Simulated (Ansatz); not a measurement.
Au (fcc, Cu type): values from a third-order Birch-Murnaghan fit to a volume scan beside measured ones. Computed values: PBE (plane waves to 420 eV, PAW, scalar-relativistic; Ansatz, a program for electronic structure). Au was relaxed with its symmetry unable to fall. Spin-orbit coupling is left out, though Au is heavy. The PAW data are Ansatz's earlier set.

```csv
quantity,reference,kind,PBE,difference
Lattice constant a (Å),4.062,"measured, corrected to the static lattice",4.157,+2.3 %
Bulk modulus B₀ (GPa),182,"measured, corrected to the static lattice",139,-23.9 %
```

PBE overestimates the lattice constant a by 2.3 %. PBE underestimates the bulk modulus B₀ by 23.9 %.

References as given in: Daniel Mejia-Rodriguez, S. B. Trickey, Physical Review B (2018), arXiv:1807.09216.

(Under strain, the slope of the energy per volume gives the stress and its curvature an elastic modulus.)
